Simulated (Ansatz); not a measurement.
Ansatz (an electronic-structure program) input (B3LYP-D3(BJ)/def2-TZVP):

Ansatz 0.2 input:
```yaml
crystal:
  periodic: [false, false, false]
  atoms:
    - {symbol: O, position_ang: [0.39958647, 1.19705172, 0.49062668]}
    - {symbol: C, position_ang: [0.16077201, 0.04986817, 0.01460440]}
    - {symbol: N, position_ang: [0.99490316, -0.87693290, -0.41154964]}
    - {symbol: C, position_ang: [-1.32751809, -0.33678506, -0.08884436]}
    - {symbol: H, position_ang: [-1.84871721, 0.39581689, -0.71352551]}
    - {symbol: H, position_ang: [-1.46283536, -1.33583130, -0.50633873]}
    - {symbol: H, position_ang: [-1.78317322, -0.28964351, 0.90550806]}
    - {symbol: H, position_ang: [1.93418841, -0.48672424, -0.28437002]}
basis:
  gaussian:
    orbitals: def2-TZVP
hamiltonian:
  xc: b3lyp
  dispersion: d3bj
total_charge: -1
phonons: {temperatures: {t_min: 298.15, t_max: 298.15, t_step: 100}}
```

Output:

```
Functional definition: B3LYP
integrals: 0.05 GiB planned
842 factors; their error is unknown
mean field: 0.54 GiB planned
mean field evaluation 1: about -5674.1827 eV, gradient 5.2e1 eV
mean field evaluation 2: about -5667.4407 eV, gradient 7.5e1 eV
mean field evaluation 4: about -5679.3988 eV, gradient 5.0e0 eV
mean field evaluation 8: about -5679.4363 eV, gradient 4.4e-1 eV
mean field evaluation 16: about -5679.4366 eV, gradient 1.8e-5 eV
mean field -5679.43660930 eV, -208.7154457313 hartree, gradient 1.8e-5 eV, S^2 0.000000; 0 other end points of the search recorded, 0 dependent functions left out
the calculation of the forces begins
reference -5679.43684658 eV, -208.7154544514 hartree; 16, 16 occupied and 132, 132 virtual orbitals, 842 factors
these checks for a lower state are left out or cut short: stability, starts, cluster_reference, orbital_swaps, neighbouring_geometries, increment
integrals: 0.05 GiB planned
842 factors; their error is unknown
mean field: 0.54 GiB planned
mean field -5679.43646515 eV, -208.7154404338 hartree, gradient 2.4e-6 eV, S^2 0.000000; 0 other end points of the search recorded, 0 dependent functions left out
the calculation of the forces begins
reference -5679.43670247 eV, -208.7154491553 hartree; 16, 16 occupied and 132, 132 virtual orbitals, 842 factors
these checks for a lower state are left out or cut short: stability, starts, cluster_reference, orbital_swaps, neighbouring_geometries, increment
integrals: 0.05 GiB planned
842 factors; their error is unknown
mean field: 0.54 GiB planned
mean field evaluation 32: about -5679.4364 eV, gradient 1.3e-6 eV
mean field -5679.43640200 eV, -208.7154381132 hartree, gradient 2.4e-6 eV, S^2 0.000000; 0 other end points of the search recorded, 0 dependent functions left out
the calculation of the forces begins
reference -5679.43663925 eV, -208.7154468319 hartree; 16, 16 occupied and 132, 132 virtual orbitals, 842 factors
these checks for a lower state are left out or cut short: stability, starts, cluster_reference, orbital_swaps, neighbouring_geometries, increment
integrals: 0.05 GiB planned
842 factors; their error is unknown
mean field: 0.54 GiB planned
mean field -5679.43659976 eV, -208.7154453810 hartree, gradient 2.4e-6 eV, S^2 0.000000; 0 other end points of the search recorded, 0 dependent functions left out
the calculation of the forces begins
reference -5679.43683707 eV, -208.7154541018 hartree; 16, 16 occupied and 132, 132 virtual orbitals, 842 factors
these checks for a lower state are left out or cut short: stability, starts, cluster_reference, orbital_swaps, neighbouring_geometries, increment
integrals: 0.05 GiB planned
842 factors; their error is unknown
mean field: 0.54 GiB planned
mean field -5679.43657556 eV, -208.7154444916 hartree, gradient 2.4e-6 eV, S^2 0.000000; 0 other end points of the search recorded, 0 dependent functions left out
the calculation of the forces begins
reference -5679.43681283 eV, -208.7154532110 hartree; 16, 16 occupied and 132, 132 virtual orbitals, 842 factors
these checks for a lower state are left out or cut short: stability, starts, cluster_reference, orbital_swaps, neighbouring_geometries, increment
integrals: 0.05 GiB planned
842 factors; their error is unknown
mean field: 0.54 GiB planned
mean field -5679.43636387 eV, -208.7154367119 hartree, gradient 2.4e-6 eV, S^2 0.000000; 0 other end points of the search recorded, 0 dependent functions left out
the calculation of the forces begins
reference -5679.43660116 eV, -208.7154454322 hartree; 16, 16 occupied and 132, 132 virtual orbitals, 842 factors
these checks for a lower state are left out or cut short: stability, starts, cluster_reference, orbital_swaps, neighbouring_geometries, increment
integrals: 0.05 GiB planned
[...]
reference -5679.43671959 eV, -208.7154497845 hartree; 16, 16 occupied and 132, 132 virtual orbitals, 842 factors
these checks for a lower state are left out or cut short: stability, starts, cluster_reference, orbital_swaps, neighbouring_geometries, increment
integrals: 0.05 GiB planned
842 factors; their error is unknown
mean field: 0.54 GiB planned
mean field -5679.43655566 eV, -208.7154437603 hartree, gradient 2.4e-6 eV, S^2 0.000000; 0 other end points of the search recorded, 0 dependent functions left out
the calculation of the forces begins
reference -5679.43679293 eV, -208.7154524797 hartree; 16, 16 occupied and 132, 132 virtual orbitals, 842 factors
these checks for a lower state are left out or cut short: stability, starts, cluster_reference, orbital_swaps, neighbouring_geometries, increment
integrals: 0.05 GiB planned
842 factors; their error is unknown
mean field: 0.54 GiB planned
mean field -5679.43659861 eV, -208.7154453385 hartree, gradient 2.4e-6 eV, S^2 0.000000; 0 other end points of the search recorded, 0 dependent functions left out
the calculation of the forces begins
reference -5679.43683591 eV, -208.7154540593 hartree; 16, 16 occupied and 132, 132 virtual orbitals, 842 factors
these checks for a lower state are left out or cut short: stability, starts, cluster_reference, orbital_swaps, neighbouring_geometries, increment
integrals: 0.05 GiB planned
842 factors; their error is unknown
mean field: 0.54 GiB planned
mean field -5679.43656098 eV, -208.7154439557 hartree, gradient 2.4e-6 eV, S^2 0.000000; 0 other end points of the search recorded, 0 dependent functions left out
the calculation of the forces begins
reference -5679.43679829 eV, -208.7154526765 hartree; 16, 16 occupied and 132, 132 virtual orbitals, 842 factors
these checks for a lower state are left out or cut short: stability, starts, cluster_reference, orbital_swaps, neighbouring_geometries, increment
integrals: 0.05 GiB planned
842 factors; their error is unknown
mean field: 0.54 GiB planned
mean field evaluation 160: about -5679.4384 eV, gradient 4.4e-1 eV
mean field -5679.43655253 eV, -208.7154436451 hartree, gradient 2.4e-6 eV, S^2 0.000000; 0 other end points of the search recorded, 0 dependent functions left out
the calculation of the forces begins
reference -5679.43678980 eV, -208.7154523645 hartree; 16, 16 occupied and 132, 132 virtual orbitals, 842 factors
these checks for a lower state are left out or cut short: stability, starts, cluster_reference, orbital_swaps, neighbouring_geometries, increment
integrals: 0.05 GiB planned
842 factors; their error is unknown
mean field: 0.54 GiB planned
mean field -5679.43656194 eV, -208.7154439909 hartree, gradient 2.4e-6 eV, S^2 0.000000; 0 other end points of the search recorded, 0 dependent functions left out
the calculation of the forces begins
reference -5679.43679921 eV, -208.7154527104 hartree; 16, 16 occupied and 132, 132 virtual orbitals, 842 factors
these checks for a lower state are left out or cut short: stability, starts, cluster_reference, orbital_swaps, neighbouring_geometries, increment
integrals: 0.05 GiB planned
842 factors; their error is unknown
mean field: 0.54 GiB planned
mean field -5679.43657357 eV, -208.7154444185 hartree, gradient 2.4e-6 eV, S^2 0.000000; 0 other end points of the search recorded, 0 dependent functions left out
the calculation of the forces begins
reference -5679.43681088 eV, -208.7154531391 hartree; 16, 16 occupied and 132, 132 virtual orbitals, 842 factors
these checks for a lower state are left out or cut short: stability, starts, cluster_reference, orbital_swaps, neighbouring_geometries, increment
integrals: 0.05 GiB planned
842 factors; their error is unknown
mean field: 0.54 GiB planned
mean field -5679.43649659 eV, -208.7154415894 hartree, gradient 2.4e-6 eV, S^2 0.000000; 0 other end points of the search recorded, 0 dependent functions left out
the calculation of the forces begins
reference -5679.43673387 eV, -208.7154503093 hartree; 16, 16 occupied and 132, 132 virtual orbitals, 842 factors
these checks for a lower state are left out or cut short: stability, starts, cluster_reference, orbital_swaps, neighbouring_geometries, increment
integrals: 0.05 GiB planned
842 factors; their error is unknown
mean field: 0.54 GiB planned
mean field evaluation 192: about -5679.4365 eV, gradient 2.0e-4 eV
mean field -5679.43652096 eV, -208.7154424848 hartree, gradient 2.4e-6 eV, S^2 0.000000; 0 other end points of the search recorded, 0 dependent functions left out
the calculation of the forces begins
reference -5679.43675825 eV, -208.7154512051 hartree; 16, 16 occupied and 132, 132 virtual orbitals, 842 factors
these checks for a lower state are left out or cut short: stability, starts, cluster_reference, orbital_swaps, neighbouring_geometries, increment
integrals: 0.05 GiB planned
842 factors; their error is unknown
mean field: 0.54 GiB planned
mean field -5679.43658244 eV, -208.7154447442 hartree, gradient 2.4e-6 eV, S^2 0.000000; 0 other end points of the search recorded, 0 dependent functions left out
the calculation of the forces begins
reference -5679.43681971 eV, -208.7154534638 hartree; 16, 16 occupied and 132, 132 virtual orbitals, 842 factors
these checks for a lower state are left out or cut short: stability, starts, cluster_reference, orbital_swaps, neighbouring_geometries, increment
integrals: 0.05 GiB planned
842 factors; their error is unknown
mean field: 0.54 GiB planned
mean field -5679.43660729 eV, -208.7154456575 hartree, gradient 2.4e-6 eV, S^2 0.000000; 0 other end points of the search recorded, 0 dependent functions left out
the calculation of the forces begins
reference -5679.43684459 eV, -208.7154543781 hartree; 16, 16 occupied and 132, 132 virtual orbitals, 842 factors
these checks for a lower state are left out or cut short: stability, starts, cluster_reference, orbital_swaps, neighbouring_geometries, increment
integrals: 0.05 GiB planned
842 factors; their error is unknown
mean field: 0.54 GiB planned
mean field -5679.43657537 eV, -208.7154444843 hartree, gradient 2.4e-6 eV, S^2 0.000000; 0 other end points of the search recorded, 0 dependent functions left out
the calculation of the forces begins
reference -5679.43681263 eV, -208.7154532035 hartree; 16, 16 occupied and 132, 132 virtual orbitals, 842 factors
these checks for a lower state are left out or cut short: stability, starts, cluster_reference, orbital_swaps, neighbouring_geometries, increment
integrals: 0.05 GiB planned
842 factors; their error is unknown
mean field: 0.54 GiB planned
mean field evaluation 224: about -5679.4366 eV, gradient 1.3e-6 eV
mean field -5679.43658577 eV, -208.7154448665 hartree, gradient 2.4e-6 eV, S^2 0.000000; 0 other end points of the search recorded, 0 dependent functions left out
the calculation of the forces begins
reference -5679.43682308 eV, -208.7154535876 hartree; 16, 16 occupied and 132, 132 virtual orbitals, 842 factors
these checks for a lower state are left out or cut short: stability, starts, cluster_reference, orbital_swaps, neighbouring_geometries, increment
integrals: 0.05 GiB planned
842 factors; their error is unknown
mean field: 0.54 GiB planned
mean field -5679.43656681 eV, -208.7154441700 hartree, gradient 2.4e-6 eV, S^2 0.000000; 0 other end points of the search recorded, 0 dependent functions left out
the calculation of the forces begins
reference -5679.43680411 eV, -208.7154528904 hartree; 16, 16 occupied and 132, 132 virtual orbitals, 842 factors
these checks for a lower state are left out or cut short: stability, starts, cluster_reference, orbital_swaps, neighbouring_geometries, increment
integrals: 0.05 GiB planned
842 factors; their error is unknown
mean field: 0.54 GiB planned
mean field -5679.43653650 eV, -208.7154430561 hartree, gradient 2.4e-6 eV, S^2 0.000000; 0 other end points of the search recorded, 0 dependent functions left out
the calculation of the forces begins
reference -5679.43677378 eV, -208.7154517758 hartree; 16, 16 occupied and 132, 132 virtual orbitals, 842 factors
Total energy: -5679.64579472 eV, -208.7231331537 hartree
Atom 0 at     0.399586     1.197052     0.490627 Å, force     0.000155     0.000606     0.000250 eV/Å
Atom 1 at     0.160772     0.049868     0.014604 Å, force    -0.000240    -0.001079    -0.000447 eV/Å
Atom 2 at     0.994903    -0.876933    -0.411550 Å, force    -0.000309     0.000536     0.000239 eV/Å
Atom 3 at    -1.327518    -0.336785    -0.088844 Å, force    -0.000321    -0.000531    -0.000212 eV/Å
Atom 4 at    -1.848717     0.395817    -0.713526 Å, force     0.000106     0.000183     0.000104 eV/Å
Atom 5 at    -1.462835    -1.335831    -0.506339 Å, force     0.000179     0.000176     0.000067 eV/Å
Atom 6 at    -1.783173    -0.289644     0.905508 Å, force     0.000104     0.000205     0.000052 eV/Å
Atom 7 at     1.934188    -0.486724    -0.284370 Å, force     0.000326    -0.000094    -0.000053 eV/Å
Dipole moment:    -0.459691    -0.084605    -0.017210 e Å
Vibrations: 135.89 431.05 571.33 582.75 839.66 847.91 999.82 1045.16 1207.05 1333.80 1403.34 1467.11 1475.78 1610.43 3000.87 3047.74 3085.21 3353.02 cm⁻¹, zero-point energy 1.638941 eV
```

It need not be the lowest isomer of its formula. Whether it binds its extra electron was not tested at this geometry.
